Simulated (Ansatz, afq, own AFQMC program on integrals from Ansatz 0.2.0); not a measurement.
Two steps: Ansatz 0.2.0 writes the Fock matrix and Cholesky factors of the valence space, and afq projects on them the lowest state that overlaps trial and start.

```yaml
crystal:
  periodic: [false, false, false]
  atoms:
    - {symbol: Al, position_ang: [0.000000, 0.000000, 0.000000]}
    - {symbol: Al, position_ang: [0.000000, 0.000000, 6.776000]}
basis:
  gaussian: {orbitals: cc-pVDZ}
magnetization: {spin_polarized: false}
correlation: {method: ccsd_t, electrons: outside_noble_gas, hamiltonian_folder: ham}
```

```sh
$ ansatz run in.yaml --threads 1 --pin off --events-out ev --progress --plain --max-ram 24576MiB --backend cuda --devices 0, --max-vram 18GiB
```

Options of the walk:

```
--method phaseless --trial cisd --walkers 4000 --populations 20 --least-time 60 --time-step 0.005 --steps-per-block 50 --equilibration-blocks 40 --max-blocks 4000 --target-error 0.00029 --factor-cut 1e-05 --seed 569 --release-times 0.24,0.51,0.99,1.62,2.4 --release-step 0.03 --release-every 3 --taylor-order 6
```

Times are imaginary, in 1/Eh. The walk had a cap of 122 s. With eight or more populations the least sampling time is a fifth of least-time, and the error comes from their spread.

```
orbitals 26  electrons 3 3  factors 141 of 364
reference energy -483.65540002 Eh
CCSD correlation -0.16954414 Eh in 14 cycles, weight of the determinant in the CISD state 0.5656
energy of the start -483.824951 Eh
 block  time / (1/Eh)  mean weight  energy / Eh
     1     0.250  1.0000  -483.822613
     2     0.500  0.9998  -483.821666
     3     0.750  1.0000  -483.821591
     4     1.000  0.9999  -483.821927
     5     1.250  0.9999  -483.822563
    10     2.500  1.0001  -483.826636
    19     4.750  1.0000  -483.832571
    25     6.250  1.0000  -483.834828
    40    10.000  0.9999  -483.838081
    55    13.750  0.9997  -483.839040
    70    17.500  1.0001  -483.837710
    85    21.250  1.0002  -483.837441
   100    25.000  0.9998  -483.837213
   115    28.750  1.0001  -483.837242
   130    32.500  1.0001  -483.835250
error from the spread of 20 populations
released: time / (1/Eh)  energy / Eh  error  mean overlap
  0.24  -483.837601  0.000246  1.0013
  0.51  -483.837896  0.000250  1.0027
  0.99  -483.838644  0.000267  1.0051
  1.62  -483.839007  0.000194  1.0037
  2.40  -483.839803  0.000260  1.0020
energy -483.837146 +/- 0.000280 Eh
(rows thinned)
```

(1) Estimate how long the walk took on 1 × NVIDIA H100 80GB HBM3 with 2 threads of AMD EPYC 7R13 Processor (Zen 3), on a shared host (the card was shared).

The run passed its tests (sampling time, drift between the halves within three errors, error under three times the target), which doesn't prove that it has relaxed. The second half of the sampling lies above the first by 1.5 errors of their difference, so the energy may still be moving and its error bar be too small.

Against this walk (error 7.6 meV) on the same determinant: CCSD(T) 229.9 meV lower, CCSDT(Q) 166.0 meV lower, CCSDTQ 166.9 meV lower, full CI (a separate run on its own orbitals, whose frozen core shifts it by up to a few meV) 170.5 meV lower. The error is statistical and leaves out the bias of the constraint. The released energies are still falling (meV from the phaseless value at times in 1/Eh: -12 ± 7 at 0.24, -20 ± 7 at 0.51, -41 ± 7 at 0.99, -51 ± 5 at 1.62, -72 ± 7 at 2.40), so they give no level; they do show a bias of the constraint, and the last of them that isn't too noisy lies 98 meV above full CI. Full CI is exact here, so the walk's 170 meV above it is the walk's own error: the bias of the constraint with this trial, or a walk that hasn't relaxed. The determinant is a poor start (see the cautions), so the low cluster orders aren't to be relied on, and full CI is the sure value.

Cautions: constraint bias not in the error; restricted determinant unstable towards unrestricted (UHF 2.50 eV lower, ⟨S²⟩ 1.03); strong correlation (T1 0.044, weight of the determinant 0.57, largest double 0.76); (T) is large, 12 % of the CCSD correlation; the CCSD(T) amplitudes may be one of several solutions (largest double 0.76); the CCSDT(Q) amplitudes may be one of several solutions (largest double 0.90); the CCSDTQ amplitudes may be one of several solutions (largest double 0.90); a state of other symmetry lies lower (by 10 meV); full CI with its own frozen core.

Answers

(1) 59 s of wall time.

CCSDT and higher add their correlation energy to the determinant of the CCSD(T) run, since their own runs factorise the integrals more tightly (a shift of under 2 meV). A walk keeps the symmetry of its determinant, which the program's search chose and which needn't be the lowest solution, so a lower state of the same spin and another symmetry isn't excluded.
